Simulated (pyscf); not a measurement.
`[GeH3][AsH2]` + `[OH2]` → `[OH][GeH2][AsH2]` + `[H][H]` (four-centre exchange; singlet surface; Ge–H, H–O broken, Ge–O, H–H formed). Single points on ωB97X-D3(BJ)/def2-SVP structures (PySCF, gas phase). Rate constants from transition-state theory, ωB97M-D3(BJ)/def2-TZVP energies (ideal gas, 1 atm, RRHO with modes under 100 cm⁻¹ raised to 100, one conformer, R ln 2 for chiral ones without a mode under 150 cm⁻¹; no tunnelling), k in cm³ molecule⁻¹ s⁻¹.

```csv
T (K),1000/T,log10 k
298,3.354,-45.67
600,1.667,-29.41
900,1.111,-23.85
1200,0.833,?
```

Task: Fit an Arrhenius line to the three values, give the activation energy, and predict k at 1200 K.

Result: Least squares gives log10 k = -13.14 − 9.71 × 1000/T, so Ea = 9.71 × ln 10 × 1.987 = 44.4 kcal/mol, against an electronic barrier of 44.6. At 1200 K the line gives -21.23; the computed value is -20.95 (ΔG‡ = 85.5 kcal/mol), a factor 1.9 over the line, since the plot is curved. At the saddle there is also a short Ge–H contact that neither side keeps. This is the saddle that the search found; another between the same sides may lie lower. Elements up to Kr have no core potential and no relativistic terms here.
